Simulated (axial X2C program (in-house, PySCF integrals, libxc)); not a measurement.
**Bond lengths and stretching modes, held linear, of ClSiCl**

Computed with an axial X2C code built on PySCF integrals: two-component X2C with atomic mean-field Coulomb and Gaunt terms, Gaussian nuclei, basis Cl dyall-av3z, Si dyall-v3z with contracted cores. Spin-free rows use the one-electron spin-free X2C Hamiltonian.

Masses Cl 34.969, Si 27.977, Cl 34.969 u. States: 2c Ω = 0 (all partner blocks equally filled); spin-free M_S = 0, Λ = 0 (closed shell).

PBE, 2c: energies above the lowest point

| r(Cl–Si) (Å) | r(Si–Cl) (Å) | E (meV) |
| --- | --- | --- |
| 2.1489 | 2.1489 | 68.42 |
| 2.1489 | 2.2040 | 30.84 |
| 2.1489 | 2.2591 | 22.32 |
| 2.2040 | 2.1489 | 30.84 |
| 2.2040 | 2.2040 | 1.00 |
| 2.2040 | 2.2591 | 0.00 |
| 2.2040 | 2.3142 | 22.06 |
| 2.2591 | 2.1489 | 22.32 |
| 2.2591 | 2.2040 | 0.00 |
| 2.2591 | 2.2591 | 6.28 |
| 2.3142 | 2.2040 | 22.06 |
| 2.3142 | 2.3142 | 71.15 |

Problem. Fit a quadratic surface with cubic terms in each bond: where is the minimum, and what are the two stretching wavenumbers?

Solution. At PBE, 2c: bonds 2.227 and 2.227 Å; harmonic stretches 293.0 and 413.0 cm⁻¹; force constants 1.39, 1.39 and coupling 0.38 mdyn/Å.

The other levels and Hamiltonians give:

```
Hamiltonian  level  r(Cl–Si) (Å)  r(Si–Cl) (Å)  lower stretch (cm⁻¹)  upper stretch (cm⁻¹)
         2c   PBE0         2.208         2.208                 302.9                 417.6
         2c     HF         2.235         2.235                 296.6                 327.9
         2c    MP2         2.193         2.193                 306.4                 437.5
  spin-free   PBE0         2.207         2.207                 303.0                 417.6
  spin-free     HF         2.234         2.234                 296.7                 327.9
  spin-free    PBE         2.227         2.227                 293.1                 413.1
  spin-free    MP2         2.193         2.193                 306.4                 437.5
```

Each state is one determinant, the lowest of a limited PBE0 search; the stretches come from a fit to these few points and carry an uncertainty of a few per cent. Other orders of the atoms were not compared. The levels spread by more than a fifth, so the stretches depend strongly on the method. MP2 freezes inner shells (threshold -2 hartree). The molecule was held linear; bending was not examined, so a bent shape may lie lower.
